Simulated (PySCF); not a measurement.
# Silane in a uniform electric field

Species: silane, SiH4.
Atom-mapped SMILES: `[SiH4:1]` (hydrogens: H2, H3, H4, H5 on Si1)

Geometry (GFN2-xTB, Å), atoms numbered from 1 in this order:
```
atom  x, y, z in Å
Si1    0.0017    0.0005   -0.0033
H2    -0.3321    1.2366   -0.7065
H3    -0.6879   -1.1206   -0.6366
H4     1.4444   -0.2201   -0.0627
H5    -0.4175    0.1065    1.3919
```

Level: CAM-B3LYP/def2-SVPD (PySCF); nuclei fixed, core orbitals frozen in the response. Permanent dipole (0.000, 0.000, 0.000) D (1 au = 2.5417 D). Static polarisability (au):

```
x   30.52  0.00  0.00
y    0.00 30.52  0.00
z    0.00  0.00 30.53
```

Only the terms in μ and α are kept: μ(F) = μ + αF and ΔE = −μ·F − ½ F·αF.

(1) What do fields of 0.154 V/Å (0.003 au) along the six axis directions do?

(2) For the field (0.0030, 0.0000, 0.0015) au, what is the induced dipole, and what angle does it make with the field?

(3) A unit point charge sits 10 Å away. Estimate the induction energy −αe²/2R⁴ with the mean polarisability, treating the molecule as a point.

Answers

(1) 
```
field along  induced x (D)  induced y (D)  induced z (D)  total size (D)  −μ·F (kJ/mol)  −½F·αF (kJ/mol)
         +x          0.233          0.000          0.000           0.233          0.000           -0.361
         −x         -0.233          0.000          0.000           0.233          0.000           -0.361
         +y          0.000          0.233          0.000           0.233          0.000           -0.361
         −y          0.000         -0.233          0.000           0.233          0.000           -0.361
         +z          0.000          0.000          0.233           0.233          0.000           -0.361
         −z          0.000          0.000         -0.233           0.233          0.000           -0.361
```

(2) αF = (0.233, 0.000, 0.116) D, at 0.0° to the field. The polarisability along this direction, F·αF/F², is 30.52 au, against a mean of 30.52 au.

(3) R = 18.90 bohr, so the energy is −30.5/(2 × 18.90⁴) Eh = -0.314 kJ/mol.

Geometry: GFN2-xTB; no solvent, vibrations or thermal averaging.
